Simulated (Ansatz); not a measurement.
**Worked example: correlation energy of B–AlH2, singlet**

Geometry: a PBE0/def2-TZVP stationary point for this spin, not checked as a minimum. The triplet lies 0.2 eV lower here.

```yaml
atoms:
  - { symbol: B, position_ang: [0.0000, 0.0000, 1.7315] }
  - { symbol: Al, position_ang: [0.0000, 0.0000, -0.5881] }
  - { symbol: H, position_ang: [0.0000, -1.3671, -1.4148] }
  - { symbol: H, position_ang: [0.0000, 1.3671, -1.4148] }
```

Basis 6-31G; Ansatz 0.2.0. Only valence electrons are correlated (noble-gas cores frozen), which leaves 8 electrons in 20 orbitals. R marks a restricted (for open shells ROHF) determinant.

Full CI is exact within this basis and frozen core; it isn't the basis-set limit.

Runs differ by some tens of microhartree through their thresholds, so steps under 0.03 kcal/mol mean nothing.

```tsv
level	total energy (hartree)
RHF	-267.541099
RMP2	-267.610204
RCCSD	-267.646884
RCCSD(T)	-267.648817
RCCSDT	-267.649580
RCCSDT(Q)	-267.649743
RCCSDTQ	-267.649834
full CI	-267.649841
```

Q: What is the correlation energy at full CI, and what share of it do RMP2 and RCCSD recover?

A: E(corr) = -267.649841 − (-267.541099) = -0.108742 hartree = -2.959 eV. RMP2: -0.069105 / -0.108742 = 63.55 %. RCCSD: -0.105785 / -0.108742 = 97.28 %.

Q: By how many kcal/mol does RCCSD(T) miss full CI (1 hartree = 627.509 kcal/mol), and which steps make up the rest?

A: -267.648817 − (-267.649841) = 0.001024 hartree = 0.64 kcal/mol. Steps: RCCSDT − RCCSD(T) = -0.48, RCCSDT(Q) − RCCSDT = -0.10, RCCSDTQ − RCCSDT(Q) = -0.06, full CI − RCCSDTQ = 0.00 kcal/mol. That is within 1 kcal/mol of the reference in this basis, which itself misses far more of the correlation at the basis-set limit.
